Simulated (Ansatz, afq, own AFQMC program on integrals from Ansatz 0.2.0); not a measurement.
AFQMC on a folder of integrals that Ansatz 0.2.0 wrote.

```yaml
crystal:
  periodic: [false, false, false]
  atoms:
    - {symbol: N, position_ang: [0.000000, -0.187817, 1.099702]}
    - {symbol: S, position_ang: [0.000000, 0.096160, -0.500007]}
    - {symbol: H, position_ang: [0.000000, 0.740397, 1.531227]}
    - {symbol: H, position_ang: [0.000000, -1.189495, -0.906663]}
basis:
  gaussian: {orbitals: cc-pVDZ}
magnetization: {spin_polarized: true, initial_magnetization: 1}
correlation: {method: ccsd_t, electrons: outside_noble_gas, hamiltonian_folder: ham}
```

```sh
$ ansatz run in.yaml --threads 1 --pin off --events-out ev --progress --plain --max-ram 1843MiB
```

Options of the walk:

```
--method phaseless --trial cisd --walkers 60 --populations 1 --least-time 40 --time-step 0.005 --steps-per-block 50 --equilibration-blocks 28 --max-blocks 300 --target-error 0.00043 --factor-cut 1e-05 --start spin_pure --seed 5294 --release-times 0.24,0.51,0.99,1.62,2.4 --release-step 0.03 --release-every 4 --taylor-order 6
```

Times are imaginary, in 1/Eh. The walk had a cap of 1343 s.

```
orbitals 36  electrons 7 6  factors 280 of 417
reference energy -453.09157310 Eh
CCSD correlation -0.30922806 Eh in 11 cycles, weight of the determinant in the CISD state 0.8668
energy of the start -453.400185 Eh
 block  time / (1/Eh)  mean weight  energy / Eh
     1     0.250  1.0003  -453.395525
     2     0.500  1.0035  -453.397884
     3     0.750  1.0020  -453.403156
     4     1.000  1.0015  -453.405494
     5     1.250  1.0011  -453.409052
    10     2.500  1.0031  -453.408181
    37     9.250  1.0046  -453.404074
    67    16.750  0.9996  -453.406806
    97    24.250  0.9968  -453.411854
   127    31.750  1.0015  -453.411844
   157    39.250  1.0017  -453.403700
   187    46.750  0.9972  -453.404071
   193    48.250  1.0023  -453.423744
   217    54.250  1.0009  -453.404443
   235    58.750  1.0020  -453.401762
   247    61.750  1.0009  -453.415986
   253    63.250  0.9982  -453.408957
blocks merged  error / Eh  count
     1  0.000325  230
     2  0.000389  115
     4  0.000421  57
     8  0.000417  28
    16  0.000395  14
released: time / (1/Eh)  energy / Eh  error  mean overlap
  0.24  -453.410648  0.000539  0.9924
  0.51  -453.411155  0.000553  0.9905
  0.99  -453.410325  0.000618  1.0110
  1.62  -453.412312  0.000889  0.9946
  2.40  -453.410706  0.000969  1.0185
energy -453.409614 +/- 0.000421 Eh
(rows thinned)
```

Task: Estimate how long the walk took on 1 thread of Arm Neoverse V2, with other jobs on the host.

Result: 5.6 min of wall time.

The run passed its tests (sampling time, drift between the halves within three errors, error under three times the target), which doesn't prove that it has relaxed.

Against this walk (error 11.5 meV) on the same determinant: CCSD(T) 1.8 meV higher (within the noise), CCSDT(Q) 43.6 meV lower. The error is statistical and leaves out the bias of the constraint. Released to 0.99 1/Eh the energy moves by -19 ± 20 meV (both errors), within twice the noise. CCSDT(Q) is the surest value here, so the walk's 44 meV above it is most likely the bias of the constraint with this trial, which can have either sign.

Cautions: constraint bias not in the error.

CCSDT and higher add their correlation energy to the determinant of the CCSD(T) run, since their own runs factorise the integrals more tightly (a shift of under 2 meV). A walk keeps the symmetry of its determinant, which the program's search chose and which needn't be the lowest solution, so a lower state of the same spin and another symmetry isn't excluded.
